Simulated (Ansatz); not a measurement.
C2H4OS can be A, `OCC=S`, or B, `O=CCS`.

Isolated molecules relaxed with PBE0-D4/def2-TZVP in Ansatz; ΔE leaves out vibrations. CCSD(T)/CBS is the MP2 limit (def2-TZVPP, def2-QZVPP) plus CCSD(T) − MP2 in def2-TZVPP, frozen cores. DFT in def2-TZVPP. B3LYP here is the variant with VWN-RPA as its local correlation; programs differ in this. One conformer a species, not always the lowest.

(1) Which is lower in electronic energy at CCSD(T)/CBS, and by how much? (An estimate is asked.)

(2) Give E(B) − E(A) in kcal/mol with CCSD/def2-TZVPP, MP2/def2-TZVPP, BLYP-D4, B2PLYP, B3LYP-D4, CCSD(T)/def2-SVP, HF/def2-TZVPP. (Best estimate.)

(3) Does the order hold for the free energy at 298.15 K (harmonic terms from PBE0-D4)? (Best estimate.)

Largest T1 diagnostic: 0.016.

## Answers

(1) Ansatz gave: B, by 7.4 kcal/mol.

(2) Computed: CCSD/def2-TZVPP -8.6, MP2/def2-TZVPP -7.7, BLYP-D4 -8.1, B2PLYP -8.2, B3LYP-D4 -8.3, CCSD(T)/def2-SVP -10.6, HF/def2-TZVPP -11.6. None reverses the order clearly.

(3) Computed: Yes: G(B) − G(A) = -9.7 kcal/mol, for one conformer each.

In def2-TZVPP, CCSD(T) changes the Hartree–Fock value by +3.8 kcal/mol (the triples alone add +0.8 kcal/mol) and MP2 by +3.9 kcal/mol. Leaving LDA and LC-ωPBE aside and taking each functional with its dispersion term where it has one, the values, not all of them listed here, spread over 2.6 kcal/mol, from ωB97X-V to PBE-D4. LDA lies +2.5 kcal/mol from PBE without D4.
